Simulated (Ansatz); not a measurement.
# ClH2OSi radical: small, medium and large basis sets

Aim: see how fast density functionals converge with the basis set for ClH2OSi radical.

Program: Ansatz 0.2.0, Gaussian basis. Level of theory: one geometry, several basis sets. These are calculated values, not measurements.

The runs, in order: PBE0-D4/def2-SVP; ωB97M-V/def2-SVP; PBE0-D4/def2-QZVPP; ωB97M-V/def2-QZVPP; the functionals' def2-TZVPP values are taken from earlier runs.

## 1. Structure used throughout

All runs share one geometry, relaxed beforehand with PBE0-D4 in a triple-zeta def2 set.

5 atoms, charge 0, spin multiplicity 2.

Atoms are counted from 1 here; the program's logs count them from 0.

Bond lengths: O1–Si2 1.639 Å, O1–H4 0.959 Å, Si2–Cl3 2.065 Å, Si2–H5 1.488 Å. Angles: Si2–O1–H4 118.3°, O1–Si2–Cl3 111.1°, O1–Si2–H5 105.3°, Cl3–Si2–H5 108.3°.

## 2. PBE0-D4 in def2-SVP

Input file in.yaml:

```yaml
crystal:
  periodic: [false, false, false]
  atoms:
    - {symbol: O, position_ang: [-0.806120, -0.432037, -0.746534]}
    - {symbol: Si, position_ang: [-0.092285, 0.479808, 0.414012]}
    - {symbol: Cl, position_ang: [1.606550, -0.440829, 1.143627]}
    - {symbol: H, position_ang: [-1.024141, -1.343225, -0.540045]}
    - {symbol: H, position_ang: [0.315996, 1.736283, -0.271051]}
basis:
  gaussian: {orbitals: def2-SVP}
magnetization: {spin_polarized: true, initial_magnetization: 1}
hamiltonian: {xc: pbe0, dispersion: d4}
output: {orbitals: {seedname: orbitals}}
```

After this run come: ωB97M-V in def2-SVP; PBE0-D4 in def2-QZVPP; ωB97M-V in def2-QZVPP.

Q: Predict the results of all the runs planned. Wanted: PBE0-D4: double and triple zeta above quadruple; ωB97M-V: double and triple zeta above quadruple.

**Answer**, as computed:

| quantity | value |
| --- | --- |
| PBE0-D4: double and triple zeta above quadruple | 10.72, 0.77 eV |
| ωB97M-V: double and triple zeta above quadruple | 10.69, 0.74 eV |

In words: For PBE0-D4 the step from double to triple zeta gains 9.94 eV and the next only 0.77 eV. Total energies overstate the basis error of differences, where much of it tends to cancel.
